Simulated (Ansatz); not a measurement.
Energy needed to pull apart CH5AlS (SMILES C[S][AlH2]), singlet, into free ground-state atoms, from the structure below (displaced at random from a GFN2-xTB minimum); no zero-point or spin–orbit terms; open-shell atoms are treated unrestricted, in their ground-state multiplicity.

```xyz
8
angstrom
C -0.7979 0.9939 -0.4875
S -0.4754 0.3274 1.2223
Al 0.9564 -1.2130 0.6509
H -1.1914 0.2436 -1.1079
H 0.1688 1.4091 -0.9434
H -1.4673 1.8335 -0.3840
H 2.4779 -1.0115 0.5712
H 0.4598 -2.6844 0.2936
```

Computed with Ansatz 0.2.0 (basis: def2-TZVPP); correlated methods freeze the cores. B3LYP uses VWN-RPA correlation.

```tsv
method	atomization energy (eV)
PBE-D4	25.70
r2SCAN-D4	25.71
PBE0-D4	25.51
B3LYP-D4	?
r2SCANh-D4	?
wB97M-V	25.76
HF	19.15
MP2	25.09
CCSD	24.70
CCSD(T)	25.01
```

What does B3LYP-D4 give? (To be estimated.)

By the calculation: 25.58 eV, which is about 0.57 eV more than CCSD(T)/def2-TZVPP.

What does r2SCANh-D4 give? (To be estimated.)

The calculation gives: 25.60 eV, which is about 0.60 eV more than CCSD(T)/def2-TZVPP.

In triple zeta the MP2 and coupled-cluster atomization energies are still short of their basis limit by a few kcal/mol a bond, whereas those of the functionals are nearly converged, so these differences are not deviations from converged CCSD(T).

The T1 diagnostic stays at or below 0.010.

For scale, one of the runs: CCSD(T)/def2-TZVPP forces, 185 basis functions (an equivalent command: `ansatz run in.yaml --threads 4`). Time: 93 s of wall clock on 4 CPU threads; the host was shared. Peak host memory: 3.4 GiB.
